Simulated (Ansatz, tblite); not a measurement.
**The cluster H2W2+: a ladder of methods and basis sets**

The task here is to estimate one member of a computed series from the others.

Method: as each input shows; program: Ansatz 0.2.0, Gaussian basis.

The runs, in order: GFN1-xTB, GFN2-xTB, PBE-D4/def2-TZVP, r2SCAN-D4/def2-TZVP, B2PLYP/def2-TZVP, ωB97M-V/def2-TZVP, CAM-B3LYP-D4/def2-TZVP, BLYP-D4/def2-TZVP, r2SCANh-D4/def2-TZVP, PBE-D4/def2-SVP, PBE0-D4/def2-SVP, CCSD(T)/def2-TZVPP, MP2/def2-TZVP, RPA/def2-TZVP.

### The relaxed structure

The geometry is that of the doublet, from an earlier relaxation (PBE-D4/def2-TZVP). At that level it is the lowest of the isomers that a small search found.

4 atoms, charge 1, spin multiplicity 2.

Bond lengths: W1–W2 2.141 Å, W1–H4 1.697 Å, W2–H3 1.697 Å. Angles: W2–W1–H4 89.9°, W1–W2–H3 90.1°.

W takes a core potential in the def2 sets. No spin-orbit coupling is included. The ion is computed in the gas phase, without counter-ions or solvent.

PBE0-D4/def2-TZVP was run before; its log isn't repeated, and its numbers join the tables.

The first run:

Tight binding, by tblite at 300 K electronic temperature and without a spin-polarisation term:

```python
tblite.interface.Calculator('GFN1-xTB', numbers, positions, charge=1, uhf=1).singlepoint()
```

Tight binding, by tblite at 300 K electronic temperature and without a spin-polarisation term:

```python
tblite.interface.Calculator('GFN2-xTB', numbers, positions, charge=1, uhf=1).singlepoint()
```

start.molden holds the orbitals of an earlier run on this state, given as this run's starting guess.

The input, in.yaml:

```yaml
crystal:
  periodic: [false, false, false]
  atoms:
    - {symbol: W, position_ang: [1.026099, -0.309053, 0.026770]}
    - {symbol: W, position_ang: [-1.023256, 0.309722, -0.028139]}
    - {symbol: H, position_ang: [-0.767300, 1.289190, 1.334339]}
    - {symbol: H, position_ang: [0.764447, -1.289858, -1.332981]}
basis:
  gaussian: {orbitals: def2-TZVP, initial_orbitals: start.molden}
total_charge: 1
magnetization: {spin_polarized: true, initial_magnetization: 1}
hamiltonian: {xc: pbe, dispersion: d4}
scf: {omitted_lower_state_checks: [starts]}
output: {orbitals: {seedname: orbitals}}
```

Command:

```console
$ ansatz run in.yaml --threads 4 --pin off --events-out ev --progress --plain --max-ram 3916MiB
```

Steps of the session up to this table: PBE-D4/def2-TZVP; r2SCAN-D4/def2-TZVP; B2PLYP/def2-TZVP; ωB97M-V/def2-TZVP; CAM-B3LYP-D4/def2-TZVP; BLYP-D4/def2-TZVP; r2SCANh-D4/def2-TZVP; PBE-D4/def2-SVP; PBE0-D4/def2-SVP; CCSD(T)/def2-TZVPP; MP2/def2-TZVP; RPA/def2-TZVP.

One table of the session follows, with a row left open; its other results are not shown here.

It belongs to the step «Levels side by side». 

| level | HOMO (eV) | LUMO (eV) | gap (eV) |
| --- | --- | --- | --- |
| PBE-D4/def2-SVP | -10.71 | -10.00 | 0.71 |
| PBE-D4/def2-TZVP | ? | ? | ? |
| BLYP-D4/def2-TZVP | -10.50 | -9.83 | 0.67 |
| r2SCAN-D4/def2-TZVP | -10.88 | -9.69 | 1.19 |
| r2SCANh-D4/def2-TZVP | -11.24 | -9.32 | 1.92 |
| PBE0-D4/def2-SVP | -11.68 | -8.92 | 2.76 |
| PBE0-D4/def2-TZVP | -11.61 | -8.85 | 2.76 |
| CAM-B3LYP-D4/def2-TZVP | -12.75 | -7.50 | 5.26 |
| ωB97M-V/def2-TZVP | -13.67 | -6.42 | 7.25 |

**Question.** Estimate the row for PBE-D4/def2-TZVP.

The run gave: HOMO (eV): -10.65; LUMO (eV): -9.95; gap (eV): 0.71. In the column «HOMO (eV)» it lies between PBE-D4/def2-SVP (-10.71) and BLYP-D4/def2-TZVP (-10.50).

Limits of these values: Doubts: large T1 diagnostic, spin contamination. Notes on CCSD(T)/def2-TZVPP: large T1 diagnostic, spin contamination.
